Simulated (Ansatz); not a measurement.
A structure relaxed at PBE-D4/def2-TZVP in Ansatz, charge 2, singlet:

```xyz
4

S    -1.0526   -0.4771   -0.8717
S     0.4937    0.8509   -1.0619
S     1.0528    0.4769    0.8717
S    -0.4939   -0.8508    1.0620
```

Give its formula, name or SMILES and point group.

[S4]2+ (S₄²⁺). Point group D4h (tolerance 0.1 Å).

Summarise the bond lengths by kind (pairs closer than 1.2 times the sum of covalent radii, bridged metal pairs left out).

4 × S–S 2.05 Å.
